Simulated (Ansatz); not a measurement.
# AlClO (triplet): the correlation ladder, cc-pVDZ

How much of the correlation energy of AlClO (triplet) does each wave-function method recover here?

Program: Ansatz 0.2.0, Gaussian basis. Level of theory: cc-pVDZ, core rule «outside noble gas», up to 11 orbitals frozen. These are calculated values, not measurements.

To be run: UHF; CCSD(T) on ROHF; CCSD(T) on UHF; BCCD(T) on ROHF; CISD; CCSDT(Q) on ROHF; CCSDT(Q) on UHF.

## (1) What is computed

The geometry is a PBE0/def2-TZVP stationary point (not a proven minimum).

3 atoms, charge 0, spin multiplicity 3.

Atoms are counted from 1 here; the program's logs count them from 0.

Bond lengths: Al1–O2 1.750 Å, Al1–Cl3 2.102 Å. Angles: O2–Al1–Cl3 112.3°.

As a file:

```xyz
3

Al    0.0000   -0.6181    0.6255
O     0.0000    0.6226    1.8602
Cl    0.0000    0.1894   -1.3155
```

In the tables R marks a restricted open-shell determinant and U an unrestricted one; correlation energies count from the lowest restricted Hartree-Fock solution.

## (2) UHF

Contents of in.yaml:

```yaml
crystal:
  periodic: [false, false, false]
  atoms:
    - {symbol: Al, position_ang: [0.000000, -0.618067, 0.625527]}
    - {symbol: O, position_ang: [0.000000, 0.622582, 1.860209]}
    - {symbol: Cl, position_ang: [0.000000, 0.189419, -1.315542]}
basis:
  gaussian: {orbitals: cc-pVDZ}
magnetization: {spin_polarized: true, initial_magnetization: 2}
hamiltonian: {xc: hf}
output: {orbitals: {seedname: orbitals}}
```

Started as:

```
$ ansatz run in.yaml --threads 1 --pin off --events-out ev --progress --plain --max-ram 2393MiB
```

Further steps of the session: CCSD(T) on ROHF; CCSD(T) on UHF; BCCD(T) on ROHF; CISD; CCSDT(Q) on ROHF; CCSDT(Q) on UHF.

Q: Predict the results of all the runs planned. Wanted: correlation energy, UCCSDT(Q); RMP2 from UCCSDT(Q); UMP2 from UCCSDT(Q); RCCSD from UCCSDT(Q); RCCSD(T) from UCCSDT(Q); UCCSD(T) from UCCSDT(Q); RCCSDT(Q) from UCCSDT(Q); T1 diagnostic.

**Answer**, as computed:

| quantity | value |
| --- | --- |
| correlation energy, UCCSDT(Q) | -9.5469 eV |
| RMP2 from UCCSDT(Q) | +975.4 meV |
| UMP2 from UCCSDT(Q) | +971.0 meV |
| RCCSD from UCCSDT(Q) | +250.0 meV |
| RCCSD(T) from UCCSDT(Q) | +51.6 meV |
| UCCSD(T) from UCCSDT(Q) | +51.0 meV |
| RCCSDT(Q) from UCCSDT(Q) | +3.8 meV |
| levels of the table within 1 kcal/mol (43 meV) | RCCSDT, UCCSDT, RCCSDT(Q) |
| T1 diagnostic | 0.023 |

RCCSD(T) misses by +51.6 meV, 0.5 % of the correlation energy. These misses are within one basis, not against nature; the frozen cores of restricted and unrestricted runs differ, which can shift their rows.
